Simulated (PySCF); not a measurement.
This PySCF input (M06-2X/def2-TZVPD) gives -1.16850 Eh with 18 basis functions.

```python
import numpy as np, basis_set_exchange as bse
from pyscf import gto, scf, dft, df

basis = {'H': gto.basis.parse(bse.get_basis('def2-TZVPD', elements=['H'], fmt='nwchem'))}
mol = gto.M(
    atom='''
    H    -0.00000000   -0.00000000   -0.37201156
    H     0.00000000    0.00000000    0.37201156
    ''',
    basis=basis,
    charge=0,
    verbose=4,
    max_memory=8640,
)
mf = dft.RKS(mol, xc='m062x')
mf.grids.level = 4
mf = mf.density_fit(auxbasis=df.autoaux(mol))
mf.conv_tol = 1e-9
mf.max_cycle = 100
print('smallest overlap eigenvalue', np.linalg.eigvalsh(mol.intor('int1e_ovlp'))[0])
mf.kernel()
dip = mf.dip_moment()
```

Change:
```diff
- basis = {'H': gto.basis.parse(bse.get_basis('def2-TZVPD', elements=['H'], fmt='nwchem'))}
+ basis = {'H': gto.basis.parse(bse.get_basis('6-311G**', elements=['H'], fmt='nwchem'))}
```

Question: What does the run give now?

Answer: -1.16840 Eh (M06-2X/6-311G**, 12 functions), a change of +0.10 mEh.
